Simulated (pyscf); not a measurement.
A first-order saddle from PySCF, ωB97X-D3(BJ)/def2-SVP:

```
Si
O 1 1.6344
O 1 1.6358 2 122.44
O 1 1.6565 2 103.29 3 -114.44
Si 4 1.6669 1 129.97 2 114.41
Si 2 1.6792 1 132.62 3 -71.58
Si 3 1.6821 1 133.03 2 75.27
H 6 1.4851 2 111.91 1 53.12
H 7 1.4852 3 111.39 1 -56.28
H 7 1.4865 9 111.34 3 -124.23
H 6 1.4888 8 111.28 2 124.31
H 5 1.4888 4 107.30 1 -171.53
H 7 1.4888 9 109.01 10 -119.98
H 6 1.4890 8 108.97 11 119.36
H 5 1.4899 12 109.34 4 -120.49
H 5 1.4906 12 108.91 15 -119.52
O 1 1.8151 2 113.56 6 73.84
H 17 0.9671 1 118.36 2 57.52
H 17 1.0797 18 122.05 1 107.19
F 19 1.3165 17 130.43 18 -133.77
```
Charge 0, spin multiplicity 1.

Surface: singlet, charge 0. Lowest wavenumbers (cm⁻¹): 480i, 29, 58, 60, 70.

**Question.** Which two sides does it connect, and which bonds change?

**Answer.** HO–Si(O–SiH₃)(O–SiH₃)–O–SiH₃ + hydrogen fluoride (HF) ⇌ F–Si(O–SiH₃)(O–SiH₃)–O–SiH₃ + water (H₂O), a four-centre exchange read from left to right: O–Si, F–H broken and F–Si, H–O formed. At ωB97M-D3(BJ)/def2-TZVP it lies +13.4 kcal/mol from the left side and +23.7 kcal/mol from the right (each side as separated species at their lowest minima found). On the reactant side the descent ends in a bound adduct, 9.5 kcal/mol under the separated species and 23.6 kcal/mol under the saddle at ωB97X-D3(BJ)/def2-TZVP. On the product side the descent ends in an adduct with a O–Si contact (not fully relaxed), 0.5 kcal/mol over the separated species and 23.3 kcal/mol under the saddle at ωB97X-D3(BJ)/def2-TZVP. What is counted as broken (O–Si) persists as a longer contact in the product adduct; parting that adduct is a step of its own. One saddle was located; it need not be the lowest between these sides.
